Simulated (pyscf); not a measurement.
# Multi-bond step: H₃Si–NH–SiH₃ + H₂O -> SiH₂ [singlet] + H₂N–SiH₃ + H₂O

Gas phase, singlet surface, charge 0. Bonds broken: Si1–N2, Si1–H12, H4–O11. Bonds formed: N2–H4, O11–H12. Single points on ωB97X-D3(BJ)/def2-SVP structures (PySCF, gas phase).

Transition state (Å):

```xyz
13

Si     0.7235    -0.4915    -0.8130
N     -0.8754    -0.5313     0.2410
Si    -0.6893    -0.3074     1.9868
H     -1.3691     0.5292    -0.4590
H      0.9351    -1.9501    -1.1347
H      1.7462    -0.2487     0.2757
H     -1.4476    -1.3482     0.0152
H     -2.0344    -0.3084     2.6344
H     -0.0476     1.0218     2.1849
H      0.1485    -1.3745     2.6005
O     -1.3770     1.3326    -1.3094
H     -0.3053     0.8509    -1.6006
H     -1.1668     2.1918    -0.9153
```

One imaginary mode, 1650i cm⁻¹; descent along it reached the two sides named, in the forms told below.

| bond | change | reactant side (Å) | saddle | product side |
|---|---|---|---|---|
| Si1–N2 | breaks | 1.749 | 1.915 | 2.021 |
| Si1–H12 | breaks | 1.491 | 1.866 | 2.577 |
| H4–O11 | breaks | 0.969 | 1.170 | 1.887 |
| N2–H4 | forms | 2.074 | 1.363 | 1.037 |
| O11–H12 | forms | 3.9 | 1.211 | 0.978 |

Electronic energies relative to the separated reactants (kcal/mol):

```
level                   barrier  reaction energy  reverse barrier
----------------------  -------  ---------------  ---------------
ωB97X-D3(BJ)/def2-TZVP     52.0            +74.1            -22.1
PBE/def2-TZVP              39.3            +66.7            -27.4
r²SCAN/def2-TZVP           45.0            +73.3            -28.3
B3LYP-D3(BJ)/def2-TZVP     48.4            +68.8            -20.4
PBE0-D3(BJ)/def2-TZVP      44.9            +71.3            -26.4
M06-2X/def2-TZVP           51.3            +70.2            -18.9
ωB97M-D3(BJ)/def2-TZVP     51.2            +67.8            -16.6
HF/def2-TZVP               78.5            +67.0             11.5
```

With ωB97M-D3(BJ)/def2-TZVP energies and thermal terms (ideal gas, 1 atm, RRHO with modes under 100 cm⁻¹ raised to 100, one conformer, R ln 2 for chiral ones without a mode under 150 cm⁻¹), in kcal/mol:

| T (K) | ΔH‡ | ΔG‡ | ΔH | ΔG |
|---|---|---|---|---|
| 298 | 48.9 | 60.3 | +66.1 | +55.2 |
| 600 | 49.0 | 71.9 | +65.9 | +44.1 |
| 900 | 49.7 | 83.3 | +65.0 | +33.4 |
| 1200 | 50.6 | 94.3 | +63.9 | +23.0 |

On the reactant side the descent ends in a complex (not fully relaxed), 4.2 kcal/mol under the separated species and 56.2 kcal/mol under the saddle at ωB97X-D3(BJ)/def2-TZVP. On the product side the descent ends in an adduct with a N–Si contact, 42.8 kcal/mol under the separated species and 20.7 kcal/mol under the saddle at ωB97X-D3(BJ)/def2-TZVP. At ωB97X-D3(BJ)/def2-TZVP, PBE, r²SCAN, B3LYP-D3(BJ), PBE0-D3(BJ), M06-2X, ωB97M-D3(BJ) the saddle lies under the separated products, which points to a path from their complex (located at ωB97X-D3(BJ) alone), and parting the products costs more than the saddle. What is counted as broken (N–Si) persists as a longer contact in the product adduct; parting that adduct is a step of its own. The same reactants have a lower exit, to HO–SiH₃ + H₂N–SiH₃ (barrier +22.9 kcal/mol at ωB97M-D3(BJ)/def2-TZVP, against +51.2 kcal/mol here). This is the saddle that the search found; another between the same sides may lie lower.
